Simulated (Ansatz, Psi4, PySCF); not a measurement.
System: AlF₃, net charge 0, singlet state. SMILES: [F][Al]([F])[F]
Geometry: optimised at B3LYP-D3(BJ)/def2-TZVP (Ansatz, an electronic-structure program).

Property: atomisation energy, in kcal/mol. Terms: frozen cores in correlated levels; dispersion terms only where a functional's name holds one; spin-orbit terms left out; UHF or UKS for open shells; non-relativistic; LANL2DZ with its own core potentials from Na on; atomisation electronic, to ground-state atoms; six Cartesian d functions in 6-31G* and its kin unless marked 5d; 6-311+G** with 5d, 6d on Na to Ar in Ansatz. Basis-set limits of correlation are two-point, X^-3; Hartree-Fock from the larger set. Ab initio and DFT rows: single points at B3LYP-D3(BJ) geometries (Ansatz).

Coupled cluster (Ansatz) is a level with limits of its own, used here on species with T1 under 0.025 (0.045 for open shells) and stable references: CCSD(T)/CBS(cc-pV(T+d)Z,cc-pV(Q+d)Z).

Value to compare with, CCSD(T)/CBS(cc-pV(T+d)Z,cc-pV(Q+d)Z) (Ansatz): 430.9 kcal/mol.

```
level                           program  atomisation energy (kcal/mol)  difference
-----------------------  --------------  -----------------------------  ----------
HF/STO-3G                        Ansatz                          269.4      -161.5
HF/6-311+G**                     Ansatz                          302.3      -128.6
PBE/LANL2DZ                      Ansatz                          362.7       -68.2
PBE/6-31G*                       Ansatz                          423.9        -7.0
PBE/6-311+G**                    Ansatz                          408.5       -22.4
B3LYP/3-21G                      Ansatz                          379.2       -51.7
B3LYP/LANL2DZ                    Ansatz                          352.8       -78.1
B3LYP/6-31G*                     Ansatz                          411.3       -19.6
B3LYP/def2-SVP                   Ansatz                          410.3       -20.6
B3LYP/6-311+G**                  Ansatz                          397.6       -33.3
M06-2X/6-31G* (5d)                PySCF                          414.6       -16.3
M06-2X/6-311+G**                  PySCF                          403.3       -27.6
wB97X-D/6-311+G**                  Psi4                          402.1       -28.8
MP2/6-31G*                       Ansatz                          423.8        -7.1
B3LYP-D3(BJ)/def2-TZVPD  Ansatz + dftd3                          415.9       -15.0
PBE0/def2-TZVPD                  Ansatz                          410.8       -20.1
wB97X-V/def2-TZVPD               Ansatz                          420.9       -10.0
```

Among the 14 habitual levels, HF/STO-3G lies farthest from CCSD(T)/CBS(cc-pV(T+d)Z,cc-pV(Q+d)Z) (Ansatz) (-161.5 kcal/mol); 0 of 14 lie above it, and their mean absolute difference is 47.9 kcal/mol, the median 28.2. One case shows no general order.

The levels are drawn from those run, B3LYP/6-31G* more often than the rest, none by its result; left out are runs that failed, that the program found above a lower state of the same kind, or whose <S^2> lies over 0.5 above the pure value.
